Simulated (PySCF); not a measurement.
Match the calculated data to a structure.

All candidates are C3H7NO.

| technique | computed result |
| --- | --- |
| Polarisability | 52.4 au [CAM-B3LYP/def2-SVPD] |
| 13C NMR | chemical shifts (computed TMS as zero) by class: 175.3 (1 C), 72.4 (1 C), 50.5 (1 C) ppm [GIAO PBE/pcSseg-2] |
| NMR, other nuclei | isotropic shieldings of nuclei other than C and H, by class: -76 (1 N), 308 (1 O) ppm [GIAO PBE/pcSseg-2] |
| Valence photoelectron | vertical ionisation energy: 10.28 eV [ΔSCF CAM-B3LYP/def2-SVPD] |
| Couplings | largest of the computed one-bond spin–spin couplings (means over like bonds): 13C–1H +164.4, 13C–1H +147.3 (×2), 13C–1H +140.3 (×3), 17O–1H -74.2, 13C–13C +45.4, 17O–13C +22.2, 15N–13C -10.9, 15N–13C +0.2 Hz [B3LYP/pcJ-1, spin–dipole term left out for some pairs] |
| Triplet | lowest triplet excitation (Tamm–Dancoff): 4.77 eV [TDA CAM-B3LYP/def2-SVPD] |
| XPS | C1s 291.8, C1s 291.9, C1s 292.3, N1s 404.9, O1s 538.3 eV [ΔSCF SCAN, pcX-2 on the ionised atom, pcseg-1 elsewhere, spin-free X2C] |
| Rotational structure | rotational constants A, B, C: 15.065, 2.898, 2.506 GHz [PBE0-D3(BJ)/def2-SVP] |
| UV, first state | lowest singlet excitation: 5.53 eV (224 nm, f = 0.001) [TDDFT CAM-B3LYP/def2-SVPD] |

Gas-phase values; electronic properties from PySCF, density fitting. Levels stand in brackets. One conformer (not necessarily the lowest) at the PBE0-D3(BJ)/def2-SVP geometry, without solvent, vibrations or thermal averaging. NMR values are class means; diastereotopic atoms form classes of their own.

Question: Which candidate is it?
A. `[H]/N=C(/C)OC`
B. `CNC(C)=O`
C. `C/N=C/CO`

Answer: C. It is `C/N=C/CO`. Numbering: `[CH3:1]/[N:2]=[CH:3]/[CH2:4][OH:5]`. Its formula, C3H7NO, gives 1 degree of unsaturation: 0 rings and 1 π bond in the structure found. 3 carbons fall into 3 classes; from least to most shielded: imine carbon [C3] (175.3 ppm), carbinol carbon (C–OH) [C4] (72.4 ppm), N-methyl carbon [C1] (50.5 ppm). The other shieldings belong to: -76 ppm, imine nitrogen [N2]; 308 ppm, alcohol oxygen [O5]. The couplings run between: +164.4 Hz, imine carbon [C3] and its hydrogen; +147.3 Hz, carbinol carbon (C–OH) [C4] and its hydrogen (with 1 like pair); +140.3 Hz, N-methyl carbon [C1] and its hydrogen (with 2 like pairs); -74.2 Hz, alcohol oxygen [O5] and its hydrogen; +45.4 Hz, imine carbon [C3] and carbinol carbon (C–OH) [C4]; +22.2 Hz, alcohol oxygen [O5] and carbinol carbon (C–OH) [C4]; -10.9 Hz, imine nitrogen [N2] and imine carbon [C3]; +0.2 Hz, imine nitrogen [N2] and N-methyl carbon [C1]. The core levels belong to: C1s 291.8 eV, N-methyl carbon [C1]; C1s 291.9 eV, imine carbon [C3]; C1s 292.3 eV, carbinol carbon (C–OH) [C4]; N1s 404.9 eV, imine nitrogen [N2]; O1s 538.3 eV, alcohol oxygen [O5]. The hole state at 291.9 eV has ⟨S²⟩ = 0.82 against 0.75, so that value is less sure. The first electron is taken from the HOMO, whose largest Löwdin shares are 0.55 on the alcohol oxygen, 0.16 on the carbinol carbon (C–OH) and 0.07 on each of 2 atoms of one kind (methylene hydrogen). The optimised geometry has point group Cs and is an asymmetric top.

The others, at the same levels:
- `[H]/N=C(/C)OC` fails: its computed 13C shifts are 173.9 (1 C), 51.9 (1 C), 22.5 (1 C) ppm, core binding energies are C1s 291.0, C1s 292.8, C1s 293.3, N1s 404.1, O1s 539.3 eV and rotational constant A is 9.690 GHz (against 15.065 GHz).
- `CNC(C)=O` fails: its computed core binding energies are C1s 291.1, C1s 291.9, C1s 293.5, N1s 405.8, O1s 536.7 eV, lowest singlet excitation is 5.80 eV (214 nm, f = 0.001) (against 5.53 eV) and vertical ionisation energy is 9.72 eV (against 10.28 eV).

Each candidate is one conformer, not necessarily the lowest. The conformers computed, where there is a choice (atom-mapped SMILES and torsion angles):
- `[CH3:1]/[N:2]=[CH:3]/[CH2:4][OH:5]`: N2–C3–C4–O5 0°, H–O5–C4–C3 0°
- `[H]/[N:5]=[C:3](\[O:2][CH3:1])[CH3:4]`: C1–O2–C3–C4 179°
- `[CH3:1][NH:2][C:3]([CH3:4])=[O:5]`: C1–N2–C3–C4 179°
